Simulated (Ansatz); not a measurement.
**How the elastic constant C11 of hcp Hf moves with the method**

No measured value is used here.

| level (code) | value (GPa) | cell (Å³/atom) |
|---|---|---|
| PBE (Ansatz) | ___ | 22.53 |
| PBE-D3(BJ) (Ansatz) | 190 | 21.84 |
| r²SCAN (Ansatz) | 194 | 22.32 |

Q: Some entries are withheld; supply them.

A: 
- PBE (Ansatz, a first-principles code), value (GPa): 180

Density-functional levels without +SOC have no spin–orbit coupling. PBE-D3(BJ): the dispersion coefficients are held fixed in the derivatives. Values are at the level's own relaxed cell; r²SCAN at the measured cell. Cutoffs differ between the levels. Ansatz's density-functional and Hartree–Fock values are scalar-relativistic unless marked +SOC, with PAW data made under PBE.
